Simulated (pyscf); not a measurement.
This saddle point was located with ωB97X-D3(BJ)/def2-SVP in PySCF.

```xyz
9

Cl     0.9981     2.1150    -0.1176
Si    -0.0058     0.2486    -0.2462
Cl     1.6096    -1.0155    -0.0426
H     -1.0845    -1.2092    -0.1130
H     -0.7059     0.4768    -1.5232
N     -1.0042     0.4464     1.3101
H     -1.4268    -0.5714     0.7290
H     -0.4820     0.1662     2.1435
H     -1.4604     1.3460     1.4798
```

Surface: singlet, charge 0. Lowest wavenumbers (cm⁻¹): 1530i, 129, 193, 248, 288.

**Question.** What reaction is this the transition state of?

**Answer.** dichlorosilane (Cl–SiH₂–Cl) + ammonia (NH₃) ⇌ H₂N–SiH(Cl)–Cl + hydrogen (H₂), a four-centre exchange read from left to right: H–Si, H–N broken and N–Si, H–H formed. At ωB97M-D3(BJ)/def2-TZVP it lies +35.6 kcal/mol from the left side and +47.3 kcal/mol from the right (each side as separated species at their lowest minima found). On the reactant side the descent ends in a complex (not fully relaxed), 7.0 kcal/mol under the separated species and 42.3 kcal/mol under the saddle at ωB97X-D3(BJ)/def2-TZVP. At the saddle there is also a short H–Si contact that neither side keeps. One saddle was located; it need not be the lowest between these sides.
